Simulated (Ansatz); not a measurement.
in.yaml

```yaml
crystal:
  periodic: [false, false, false]
  atoms:
    - {symbol: B, position_ang: [0.000000, -0.195497, 0.780377]}
    - {symbol: O, position_ang: [0.000000, 0.203663, -0.491511]}
    - {symbol: H, position_ang: [0.000000, 0.601904, 1.678024]}
    - {symbol: H, position_ang: [0.000000, -1.737852, -2.246278]}
basis:
  gaussian: {orbitals: cc-pVDZ}
magnetization: {spin_polarized: false, initial_magnetization: 1}
correlation: {active_space: {ras: {orbitals: [5, 1, 30], electrons: 31, max_holes: 2, max_particles: 2}, fixed_orbitals: true}}
output: {forces: true}
```

```sh
$ ansatz run in.yaml --threads 1 --pin off --events-out ev --progress --plain --max-ram 2393MiB
```

(1) One thing in this input was set wrong on purpose, beside settings that are merely unusual. What is the gravest fault, and what does the program do?

Results:

(1) Electron count of the space is wrong. How the run ends: stopped by an error.
```
346 factors; integrals over basis functions are off by at most 1.1e-3 eV
mean field evaluation 1: about -2732.6409 eV, gradient 4.2e1 eV
mean field evaluation 2: about -2732.6431 eV, gradient 4.2e1 eV
mean field evaluation 4: about -2737.1904 eV, gradient 2.7e0 eV
mean field evaluation 8: about -2737.2369 eV, gradient 1.7e-1 eV
mean field -2737.23738848 eV, -100.5916186604 hartree, gradient 2.3e-6 eV, S^2 0.750000; 0 other end points of the search recorded, 0 dependent functions left out
reference -2737.23738848 eV, -100.5916186604 hartree; 8, 7 occupied and 30, 31 virtual orbitals, 346 factors
Error: 31 electrons in 36 orbitals form no window around the highest filled level of the reference
```
